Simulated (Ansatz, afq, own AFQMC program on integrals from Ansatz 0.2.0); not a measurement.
# Atomization energy of CHAlB, quartet, worked out

```yaml
atoms:
  - { symbol: Al, position_ang: [0.0000, 0.0162, 0.9194] }
  - { symbol: C, position_ang: [0.0000, 0.5650, -0.8751] }
  - { symbol: B, position_ang: [0.0000, -0.8104, -1.1945] }
  - { symbol: H, position_ang: [0.0000, 1.5259, -1.3725] }
```

Connectivity, by distances: Al–CH–B, closed to a ring.

Basis cc-pVDZ. Only valence electrons are correlated. Ansatz 0.2.0 and our own AFQMC program on the same integrals; the CISD trial comes from CCSD amplitudes, and released means the phaseless constraint is let go. Uncertainties: one standard error, sampling alone.

Total energies in eV. CBS is CCSD(T) at the limit of def2-TZVPP/QZVPP (MP2 extrapolated, CCSD(T) minus MP2 added); the highest rung of each member is named.

Cautions: CHAlB (quartet): another spin lies lower, unrestricted determinant slightly spin contaminated (⟨S²⟩ 3.83 against 3.75).

| member | count | CCSD(T)/cc-pVDZ | highest rung in cc-pVDZ | which | CCSD(T)/CBS |
| --- | --- | --- | --- | --- | --- |
| Al (doublet) | +1 | -6583.0131 | -6583.0229 | FCI | -6583.4737 |
| C (triplet) | +1 | -1027.5122 | -1027.5214 | FCI | -1028.3711 |
| B (doublet) | +1 | -669.1119 | -669.1218 | FCI | -669.5180 |
| H (doublet) | +1 | -13.5861 | -13.5861 | FCI | -13.6059 |
| CHAlB, quartet | -1 | -8303.2231 | -8303.3009 | CCSDT(Q) | -8306.2323 |

Work out the best estimate of the atomization energy: the CCSD(T)/CBS difference plus the step from CCSD(T) to the highest rung.

Sums with the counts: CCSD(T)/CBS 11.2636 eV, highest rung 10.0487 eV, CCSD(T)/cc-pVDZ 9.9998 eV. The step is 10.0487 − 9.9998 = 0.0489 eV, so the best estimate is 11.2636 + (0.0489) = 11.3125 eV. The basis set is worth 1.264 eV of it. Zero-point, core-correlation and spin–orbit terms aren't in it. Past Ne the Hartree–Fock part of each CBS total tends to overshoot, since the cores don't follow the formula; that largely cancels in the difference.

Best estimates are given only where the step beyond CCSD(T) is under 0.3 eV and no member's determinant is very poor (T1 over 0.05, or 0.07 for open shells, ⟨S²⟩ too high by 0.3, two states mixed), so the hardest cases are missing from such tables.

CCSDT and higher add their correlation energy to the determinant of the CCSD(T) run, since their own runs factorise the integrals more tightly (a shift of under 2 meV). Each member of a difference takes its own highest rung, so a best estimate needn't equal the limit plus the step of one row.
